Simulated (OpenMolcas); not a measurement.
**H3S+ (sulfonium), step by step**

We compute the energy (UHF/STO-3G), then the energy (CASSCF(2,2)/STO-3G), then the energy (CASPT2(2,2)/STO-3G), then a single-point energy (SC-NEVPT2(2,2)/STO-3G), then a single-point energy (MRCI(2,2)/STO-3G) of H3S+ (sulfonium). 

The calculation is run with OpenMolcas 26.06.

**1. Starting point**

H3S+ has 4 atoms, charge +1, and is taken as a singlet. SMILES: `[SH3+]`. The S1–H3 distance was set to 2.033 Å, away from the relaxed value. At this shape a bond of the SMILES string is far longer than usual.

Bond lengths: S1–H2 1.356 Å, S1–H4 1.355 Å. Angles: H2–S1–H4 93.7°.

**2. A single-point energy at UHF/STO-3G (run 1)**

input.xyz reads:

```xyz
4

S      0.699510     0.367606    -0.731444
H      1.245910     0.749436     0.448856
H     -0.494150    -1.037930     0.125030
H     -0.257610     1.326436    -0.698934
```

step1.input reads:

```
* H3S Hartree-Fock
>>> EXPORT MOLCAS_PRINT=2

&GATEWAY
  BASLIB=$CurrDir
  COORD=input.xyz
  BASIS=STO-3G
  GROUP=NoSym

&SEWARD

&SCF
  UHF
  CHARGE=1
  SCRAMBLE=0.25
  PRORBITALS=1 1
```

The basis set STO-3G is read from a file made from the Basis Set Exchange's data (not shown).

Command:

```sh
$ export MOLCAS_MEM=1860
$ pymolcas step1.input > step1.log
```

What it wrote (excerpt; [...] marks lines left out):

```text
--- Start Module: gateway ---
[...]
--- Stop Module: gateway /rc=_RC_ALL_IS_WELL_ ---
--- Start Module: seward ---
[...]
      Basis functions           12
--- Stop Module: seward /rc=_RC_ALL_IS_WELL_ ---
--- Start Module: scf ---
[...]
       Convergence after  34 Iterations
[...]
::    Total SCF energy                               -394.5600928607
[...]
      Total spin, S                                     0.4117954739
[...]
      Total electronic charge=   18.000000
      Total            charge=    1.000000
[...]
      Dipole Moment (debye):
      Origin of the operator (angstrom)=    0.6533    0.3657   -0.6719
                   X= -1.3070E+00               Y=  4.8766E-01               Z=  1.9581E+00           Total=  2.4042E+00
      Center of Charge (angstrom)
[...]
--- Stop Module: scf /rc=_RC_ALL_IS_WELL_ ---
[...]
```

It took 2.1 s on 1 thread of Arm Neoverse V1, shared host; peak memory 0.37 GiB.

**3. The energy at CASSCF(2,2)/STO-3G (run 2)**

input.xyz is that of step 2.

step2.input reads:

```
>>> EXPORT MOLCAS_PRINT=2
&gateway
baslib
$CurrDir
coord
input.xyz
basis
STO-3G
group
NoSym
&seward
&rasscf
fileorb
$CurrDir/step1.UnaOrb
spin
1
nactel
2 0 0
inactive
8
ras2
2
orblisting
Nothing
orbappear
Compact
```

The basis set STO-3G is read from a file made from the Basis Set Exchange's data (not shown).

Command:

```sh
$ export MOLCAS_MEM=1860
$ pymolcas step2.input > step2.log
```

What it wrote (excerpt; [...] marks lines left out):

```text
--- Start Module: gateway ---
[...]
--- Stop Module: gateway /rc=_RC_ALL_IS_WELL_ ---
--- Start Module: seward ---
[...]
      Basis functions           12
--- Stop Module: seward /rc=_RC_ALL_IS_WELL_ ---
--- Start Module: rasscf ---
[...]
      Number of active orbitals                  2
[...]
      Spin quantum number                      0.0
[...]
      Active orbitals                            2
[...]
      Number of CSFs                             3
[...]
      Number of root(s) required                 1
[...]
      Convergence after  8 iterations
[...]
      printout of CI-coefficients larger than  0.05 for root  1
      energy=    -394.595734
      conf/sym  11     Coeff  Weight
             1  20   0.94997 0.90244
             3  02  -0.31235 0.09756
      Natural orbitals and occupation numbers for root  1
      sym 1:   1.804871   0.195129
      ************************************************************************************************************************
      *                                                    Final results                                                     *
[...]
::    RASSCF root number  1 Total energy:   -394.59573399
[...]
      Total electronic charge=   18.000000
      Total            charge=    1.000000
[...]
      Dipole Moment (debye):
      Origin of the operator (angstrom)=    0.6533    0.3657   -0.6719
                   X= -1.3685E+00               Y=  4.1516E-01               Z=  2.0022E+00           Total=  2.4605E+00
      Center of Charge (angstrom)
[...]
--- Stop Module: rasscf /rc=_RC_ALL_IS_WELL_ ---
[...]
```

Wall time 1.7 s (1 thread of Arm Neoverse V1, shared host); peak memory 0.37 GiB.

**4. The energy at CASPT2(2,2)/STO-3G (run 3)**

input.xyz is that of step 3.

step3.inp reads:

```
>>> EXPORT MOLCAS_PRINT=2

&GATEWAY
  BasLib = $CurrDir
  Coord = input.xyz
  Basis = STO-3G
  Group = NoSym

&SEWARD

&RASSCF
  FileOrb = $CurrDir/step2.RasOrb
  Spin = 1
  Nactel = 2 0 0
  Inactive = 8
  Ras2 = 2
  OrbListing = Nothing
  OrbAppear = Compact

&CASPT2
  Imaginary = 0.1
  Frozen = 5
```

The basis set STO-3G is read from a file made from the Basis Set Exchange's data (not shown).

Command:

```sh
$ export MOLCAS_MEM=1860
$ pymolcas step3.inp > step3.log
```

What it wrote (excerpt; [...] marks lines left out):

```text
--- Start Module: gateway ---
[...]
--- Stop Module: gateway /rc=_RC_ALL_IS_WELL_ ---
[...]
      Basis functions           12
[...]
--- Start Module: rasscf ---
[...]
      Number of active orbitals                  2
[...]
      Spin quantum number                      0.0
[...]
      Active orbitals                            2
[...]
      Number of CSFs                             3
[...]
      Number of root(s) required                 1
[...]
      Convergence after  4 iterations
[...]
      printout of CI-coefficients larger than  0.05 for root  1
      energy=    -394.595734
      conf/sym  11     Coeff  Weight
             1  20   0.94997 0.90244
             3  02  -0.31235 0.09756
      Natural orbitals and occupation numbers for root  1
      sym 1:   1.804870   0.195130
      ************************************************************************************************************************
      *                                                    Final results                                                     *
[...]
::    RASSCF root number  1 Total energy:   -394.59573399
[...]
      Total electronic charge=   18.000000
      Total            charge=    1.000000
[...]
      Dipole Moment (debye):
      Origin of the operator (angstrom)=    0.6533    0.3657   -0.6719
                   X= -1.3685E+00               Y=  4.1517E-01               Z=  2.0022E+00           Total=  2.4605E+00
      Center of Charge (angstrom)
[...]
--- Stop Module: rasscf /rc=_RC_ALL_IS_WELL_ ---
--- Start Module: caspt2 ---
[...]
 ###    WARNING: User changed nr of frozen orbitals.                         ###
 ###############################################################################
[...]
      E2 (Variational):          -0.0307373951
      Total energy:            -394.6264713842
[...]
      Reference weight:           0.98452
[...]
::    CASPT2 Root  1     Total energy:   -394.62647138
[...]
--- Stop Module: caspt2 /rc=_RC_ALL_IS_WELL_ ---
[...]
```

Wall time 1.8 s (1 thread of Arm Neoverse V1, shared host); peak memory 0.37 GiB.

**5. A single-point energy at SC-NEVPT2(2,2)/STO-3G (run 4)**

input.xyz is that of step 4.

step4.inp reads:

```
&GATEWAY
  BasLib=$CurrDir
  Coord=input.xyz
  Basis=STO-3G
  Group=NoSym

&SEWARD

&RASSCF
  FileOrb=$CurrDir/step2.RasOrb
  Spin=1
  Nactel=2 0 0
  Inactive=8
  Ras2=2
  OrbListing=Nothing
  OrbAppear=Compact

&CASPT2
  SC-NEVPT2
  Frozen=5
```

The basis set STO-3G is read from a file made from the Basis Set Exchange's data (not shown).

Command:

```sh
$ export MOLCAS_MEM=1860
$ pymolcas step4.inp > step4.log
```

What it wrote (excerpt; [...] marks lines left out):

```text
--- Start Module: gateway ---
[...]
--- Stop Module: gateway /rc=_RC_ALL_IS_WELL_ ---
[...]
      Basis functions           12
[...]
--- Start Module: rasscf ---
[...]
      Number of active orbitals                  2
[...]
      Spin quantum number                      0.0
[...]
      Active orbitals                            2
[...]
      Number of CSFs                             3
[...]
      Number of root(s) required                 1
[...]
      Convergence after  4 iterations
[...]
      printout of CI-coefficients larger than  0.05 for root  1
      energy=    -394.595734
      conf/sym  11     Coeff  Weight
             1  20   0.94997 0.90244
             3  02  -0.31235 0.09756
      Natural orbitals and occupation numbers for root  1
      sym 1:   1.804870   0.195130
      ************************************************************************************************************************
      *                                                    Final results                                                     *
[...]
::    RASSCF root number  1 Total energy:   -394.59573399
[...]
      Total electronic charge=   18.000000
      Total            charge=    1.000000
[...]
      Dipole Moment (debye):
      Origin of the operator (angstrom)=    0.6533    0.3657   -0.6719
                   X= -1.3685E+00               Y=  4.1517E-01               Z=  2.0022E+00           Total=  2.4605E+00
      Center of Charge (angstrom)
[...]
--- Stop Module: rasscf /rc=_RC_ALL_IS_WELL_ ---
--- Start Module: caspt2 ---
[...]
 ###    WARNING: User changed nr of frozen orbitals.                         ###
 ###############################################################################
[...]
      E2 (Variational):          -0.0310697180
[...]
      E2 (Variational):          -0.0310248023
      Total energy:            -394.6267587914
[...]
      Reference weight:           0.98409
[...]
::    SC-NEVPT2 Root  1     Total energy:   -394.62675879
[...]
--- Stop Module: caspt2 /rc=_RC_ALL_IS_WELL_ ---
[...]
```

Wall time 1.7 s (1 thread of Arm Neoverse V1, shared host); peak memory 0.37 GiB.

**6. The energy at MRCI(2,2)/STO-3G (run 5)**

input.xyz is that of step 5.

step5.inp reads:

```
* H3S MRCI

&GATEWAY
 BASLIB=$CurrDir
 COORD=input.xyz
 BASIS=STO-3G
 GROUP=NoSym

&SEWARD

&RASSCF
 FILEORB=$CurrDir/step2.RasOrb
 SPIN=1
 NACTEL=2 0 0
 INACTIVE=8
 RAS2=2
 ORBLISTING=Nothing
 ORBAPPEAR=Compact

&MOTRA
 LUMORB
 FROZEN=5

&GUGA
 ELECTRONS=8
 SPIN=1
 INACTIVE=3
 ACTIVE=2
 CIALL=1

&MRCI
 SDCI
```

The basis set STO-3G is read from a file made from the Basis Set Exchange's data (not shown).

Command:

```sh
$ export MOLCAS_MEM=1860
$ pymolcas step5.inp > step5.log
```

What it wrote (excerpt; [...] marks lines left out):

```text
--- Start Module: gateway ---
[...]
--- Stop Module: gateway /rc=_RC_ALL_IS_WELL_ ---
[...]
      Basis functions           12
[...]
      Number of active orbitals                  2
[...]
      Spin quantum number                      0.0
[...]
      Active orbitals                            2
[...]
      Number of CSFs                             3
[...]
      Number of root(s) required                 1
[...]
      Convergence after  4 iterations
[...]
      printout of CI-coefficients larger than  0.05 for root  1
      energy=    -394.595734
      conf/sym  11     Coeff  Weight
             1  20   0.94997 0.90244
             3  02  -0.31235 0.09756
      Natural orbitals and occupation numbers for root  1
      sym 1:   1.804870   0.195130
      ************************************************************************************************************************
      *                                                    Final results                                                     *
[...]
::    RASSCF root number  1 Total energy:   -394.59573399
[...]
      Dipole Moment (debye):
      Origin of the operator (angstrom)=    0.6533    0.3657   -0.6719
                   X= -1.3685E+00               Y=  4.1517E-01               Z=  2.0022E+00           Total=  2.4605E+00
      Center of Charge (angstrom)
[...]
      *** WARNING: Default frozen orbitals is overwritten by user input.
      *** Default values:   5
[...]
--- Start Module: guga ---
[...]
--- Stop Module: guga /rc=_RC_ALL_IS_WELL_ ---
--- Start Module: mrci ---
[...]
       (But an ACPF correction will be computed)
       USE THE DEFAULT ACPF G-VALUE GFAC=  0.25000000000000000
[...]
                      CI ENERGY:  -394.64047640
[...]
                ACPF CORRECTION:    -0.00116220
[...]
      Total electronic charge=   18.000000
      Total            charge=    1.000000
[...]
     ACPF CORRECTION:     -0.00116220
[...]
  CI State   1     Total energy:   -394.64047640     QDav:     -0.00156313     QACPF:     -0.00116220
[...]
--- Stop Module: mrci /rc=_RC_ALL_IS_WELL_ ---
[...]
```

Run time: 1.8 s. Hardware: 1 thread of Arm Neoverse V1, shared host; peak memory 0.37 GiB.

**7. Outcome**

| quantity | value |
| --- | --- |
| run 1, UHF/STO-3G: total energy | -394.56009 Eh |
| run 1, UHF/STO-3G: HOMO energy | -19.10 eV |
| run 1, UHF/STO-3G: LUMO energy | -4.81 eV |
| run 1, UHF/STO-3G: HOMO–LUMO gap | 14.28 eV |
| run 1, UHF/STO-3G: ⟨S²⟩ | 0.581 |
| run 2, CASSCF(2,2)/STO-3G: total energy | -394.59573 Eh |
| run 3, CASPT2(2,2)/STO-3G: total energy | -394.62647 Eh |
| run 4, SC-NEVPT2(2,2)/STO-3G: total energy | -394.62676 Eh |
| run 5, MRCI(2,2)/STO-3G: total energy | -394.64048 Eh |

⟨S²⟩ (run 1, UHF/STO-3G) is 0.58 where a pure singlet has 0.00: the reference is spin-contaminated. Mulliken charges (run 2, CASSCF(2,2)/STO-3G) run from +0.14 on H4 to +0.58 on S1; they depend strongly on the basis.
